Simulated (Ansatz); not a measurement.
A made-up structure of CH3BCl, doublet:

```tsv
atom	x (Å)	y (Å)	z (Å)
B1	-0.5662	0.0720	-0.5954
C2	0.4669	0.0973	0.5091
Cl3	1.1911	-1.3067	1.1198
H4	-0.9086	-0.9634	-1.0794
H5	-1.0223	1.1141	-0.9621
H6	-0.1560	1.0755	-0.2116
```

It is relaxed with PBE-D4/def2-SVP and then PBE0-D4/def2-TZVP (Ansatz 0.2.0). Atoms count as bonded within 1.22 times the sum of their covalent radii (H–H: 0.88 Å). The end point is not checked to be a true minimum.

**Question.** Does its bonding change? (A judgement: the text doesn't fix the answer.)

**Answer.** The calculation gives: Yes. Formed: C2–H6; broken: B1–H6.

Where it ends: The first stage lowers the energy by 3.84 eV in 16 steps. It ends as CH₃BCl ([BH2][CH][Cl]):
B1  (-0.854, 0.022, -0.657)
C2  (0.409, 0.165, 0.162)
Cl3  (1.234, -1.162, 0.816)
H4  (-1.318, -1.056, -0.872)
H5  (-1.366, 1.018, -1.077)
H6  (0.901, 1.101, 0.408)
(Å)

Labels in which every atom is bracketed show which atoms are joined, not bond orders.

For scale, one of the runs: PBE0-D4/def2-TZVP relaxation, 117 basis functions, launched by `ansatz run in.yaml --threads 2 --pin off --events-out ev --progress --plain --max-ram 4352MiB`. Hardware: 2 CPU threads of an Arm Neoverse V2, shared host. Wall time about 14 s.
